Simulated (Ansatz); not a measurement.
Basis-set extrapolation for C4H9F (`CC(C)(C)F`) (PBE0-D4/def2-TZVP geometry, frozen core, the Gaussian-basis code of Ansatz). Multiplicity 1, RHF reference.

|  | def2-TZVPP | def2-QZVPP |
| --- | --- | --- |
| HF | -256.266450 | -256.278273 |
| MP2 correlation | -0.955060 | -1.023818 |
| CCSD(T) correlation | -1.037979 | not run |

Energies in hartree. Use E(X) = E(∞) + A·exp(−7.88·√X) for Hartree–Fock and E(X) = E(∞) + B·X^(−2.97) for correlation, with X = 3 and 4, and add CCSD(T) minus MP2 of the smaller set to the MP2 limit.

Task: What is the CCSD(T) energy at the basis-set limit?

Result: HF limit: -256.278273 + (-0.011823) × 0.13774 = -256.27990. MP2 limit: -1.023818 + (-0.068758) × 0.74074 = -1.07475. Higher-order term: -1.037979 − (-0.955060) = -0.08292. Total: -257.43757 hartree, 83.5 kcal/mol below CCSD(T)/def2-TZVPP.
